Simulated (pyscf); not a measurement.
# Substitution at C: H₃C–Al(CH₃)–F + CH₃• -> H₃C–CH₃ + [H₃C–Al–F]•

Gas phase, doublet surface, charge 0. Bonds broken: C1–Al2. Bonds formed: C1–C11. Single points on ωB97X-D3(BJ)/def2-SVP structures (PySCF, gas phase).

Transition state (Å):

```xyz
14

C     -0.4127     1.6970     1.0257
Al    -1.9377     0.2140     0.7644
C     -2.0062    -0.8017    -0.9120
F     -2.2194    -0.6564     2.1810
H     -0.5853     1.8425     2.0929
H     -0.7034     2.4647     0.3098
H      0.1712     0.8335     0.6690
H     -1.7008    -0.1978    -1.7826
H     -3.0248    -1.1787    -1.1063
H     -1.3428    -1.6834    -0.8589
C      1.4566     2.5414     1.2431
H      1.9882     1.9057     1.9616
H      1.2450     3.5475     1.6233
H      1.9010     2.5381     0.2404
```

One imaginary mode, 1197i cm⁻¹; descent along it reached the two sides named.

```tsv
bond	change	reactant side (Å)	saddle	product side
C1–Al2	breaks	1.944	2.143	3.0
C1–C11	forms	3.9	2.063	1.527
```

Electronic energies relative to the separated reactants (kJ/mol):

| level | barrier | reaction energy | reverse barrier |
|---|---|---|---|
| ωB97X-D3(BJ)/def2-TZVP | 150.3 | -42.3 | 192.6 |
| PBE/def2-TZVP | 94.2 | -62.7 | 156.9 |
| r²SCAN/def2-TZVP | 117.0 | -39.5 | 156.5 |
| B3LYP-D3(BJ)/def2-TZVP | 124.6 | -47.7 | 172.4 |
| PBE0-D3(BJ)/def2-TZVP | 119.6 | -55.2 | 174.8 |
| M06-2X/def2-TZVP | 133.2 | -53.3 | 186.4 |
| ωB97M-D3(BJ)/def2-TZVP | 148.2 | -41.3 | 189.4 |
| HF/def2-TZVP | 222.6 | -26.4 | 249.0 |

With ωB97M-D3(BJ)/def2-TZVP energies and thermal terms (ideal gas, 1 atm, RRHO with modes under 100 cm⁻¹ raised to 100, one conformer, R ln 2 for rigid chiral ones), in kJ/mol:

```csv
T (K),ΔH‡,ΔG‡,ΔH,ΔG
298,156.9,198.2,-23.3,-19.9
600,156.8,240.3,-29.7,-13.7
900,158.2,281.8,-33.3,-4.9
1200,160.1,322.7,-35.4,+5.0
```

One saddle was located; it need not be the lowest between these sides. The angle at the attacked C is 160°.
